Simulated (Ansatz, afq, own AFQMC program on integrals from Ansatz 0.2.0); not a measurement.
**CH⁺, singlet: a scan with AFQMC**

```yaml
atoms:
  - { symbol: C, position_ang: [0.0000, 0.0000, 0.0000] }
  - { symbol: H, position_ang: [0.0000, 0.0000, 1.1404] }
```

The C1–H2 distance is changed with both sides rigid. Energies in eV count from this geometry (1.140 Å) at the same level; the start stands on RHF, each point on the determinant named.

Basis cc-pVTZ. Noble-gas cores (and the filled d shells of Ga–Kr and In–Xe) are frozen. AFQMC by an in-house program on the Cholesky factors that Ansatz 0.2.0 writes for its CCSD(T) run. ph-AFQMC/CISD is guided by a CISD state made of CCSD amplitudes; releasing the constraint for a short imaginary time cuts its bias at the price of noise, slowly where states lie close. Uncertainties: one standard error, sampling alone.

Cautions, each for one point or more: an unrestricted solution with more broken spin lies lower; cluster runs in doubt by the program's own checks; higher spins were not checked; restricted determinant unstable towards unrestricted; strong correlation; the next higher spin lies close; unrestricted determinant spin contaminated; walk and cluster series may follow different spin states.

```csv
r(C1–H2) / Å,det.,T1,weight,⟨S²⟩,CCSD(T),ph-AFQMC/CISD,released AFQMC,FCI,CCSDT(Q),PBE,CCSD
0.900,RHF,0.009,0.93,pure,1.195,1.196 ± 0.001,–,1.196,1.196,1.293§,1.190
1.416,RHF,0.014,0.91,pure,0.682,0.686 ± 0.002,0.678 ± 0.003,0.679,0.679,0.544§,0.693
1.823,RHF,0.028,0.88,pure,2.182,2.207 ± 0.004,2.173 ± 0.003,2.172,2.174,1.893§,2.223
2.498,UHF‡,0.072,0.82,0.93,3.762,3.707 ± 0.002,–,3.642,3.642,3.035§,3.798
```

Weight is that of the determinant in the CISD state; at the start T1 is 0.011 and the weight 0.92. A double dagger marks points where the walks on two determinants ended up to 0.099 eV apart; the lower is shown. A dash marks a missing value, a released energy that hasn't settled or a functional that sits on another state. § marks a functional whose ⟨S²⟩ is too high by over 0.1 (PBE at the start too). Largest departures from full CI: CCSD(T) 0.120 eV at 2.498 (on UHF), ph-AFQMC/CISD 0.064 eV at 2.498 (on UHF), released AFQMC 0.002 eV at 1.823 (on RHF) (within the noise), CCSDT(Q) 0.002 eV at 1.823 (on RHF), CCSD 0.156 eV at 2.498 (on UHF). The functionals aren't scored here.

Some points may be missing: those where a free walk finds a much lower state, and past Zn most of those on another determinant than at the start.

CCSDT and higher add their correlation energy to the determinant of the CCSD(T) run, since their own runs factorise the integrals more tightly (a shift of under 2 meV). A walk keeps the symmetry of its determinant, which the program's search chose and which needn't be the lowest solution, so a lower state of the same spin and another symmetry isn't excluded. Released energies are given only where the last usable release times agree within the noise; a slower fall can still hide under it.
